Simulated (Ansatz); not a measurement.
Reading a saddle point

A first-order saddle point of MgNH$_{4}$Cl, singlet, PBE0-D4/def2-TZVP, with one imaginary mode of 1056i cm⁻¹:

Mg1  (-0.787, -0.219, -0.641)
H2  (0.699, -1.443, -0.423)
Cl3  (-2.603, -0.303, -1.862)
H4  (0.853, -0.667, 0.147)
N5  (0.454, 0.614, 0.665)
H6  (0.298, 0.641, 1.666)
H7  (1.085, 1.377, 0.448)
(Å)

Ansatz 0.2.0; basis: def2-TZVPP and def2-QZVPP; cores frozen in the correlated methods. The outer core shell of Li, Na, Mg and K is correlated. The def2 sets are not built for correlating such inner shells, so the correlated values are less sure here. Extrapolation: Hartree–Fock as exp(−7.88 √X), correlation as X^−2.97.

Problem. Which contacts change along the imaginary mode, and what lies on either side? (Judge from chemistry; the calculation decides.)

Solution. By the calculation: The step is MgHCl ([MgH][Cl]) + NH₃ → MgNH₂Cl ([NH2][Mg][Cl]) + H₂, with the molecules in contact on both sides. Shortening one way: Mg1–N5, H2–H4; lengthening the same way: Mg1–H2, H4–N5.
| pair | one side (Å) | saddle (Å) | other side (Å) |
| --- | --- | --- | --- |
| Mg1–N5 | 2.18 | 1.99 | 1.88 |
| H2–H4 | 3.36 | 0.98 | 0.75 |
| Mg1–H2 | 1.71 | 1.94 | 2.30 |
| H4–N5 | 1.01 | 1.44 | 2.86 |

Problem. Which side is lower, and how far does the saddle lie above each? (To be estimated.)

Solution. The calculation gives: The side with Mg1–H2, H4–N5 short is lower by 50.0 kJ/mol; the saddle lies 114.3 kJ/mol above it and 64.4 kJ/mol above the other (CCSD(T) at an estimated basis limit (MP2 extrapolated from triple and quadruple zeta, plus CCSD(T) − MP2 in triple zeta); electronic energies).

T1 diagnostic: at most 0.009. The start structure is not quite a true minimum (one mode of 49i cm⁻¹).

Labels in which every atom is bracketed show which atoms are joined, not bond orders.

For scale, one of the runs: CCSD(T)/def2-TZVPP, 161 basis functions (an equivalent command: `ansatz run in.yaml --threads 2`). The run took 17 s on 2 CPU threads (shared host), with 1.4 GiB of host memory at its peak.
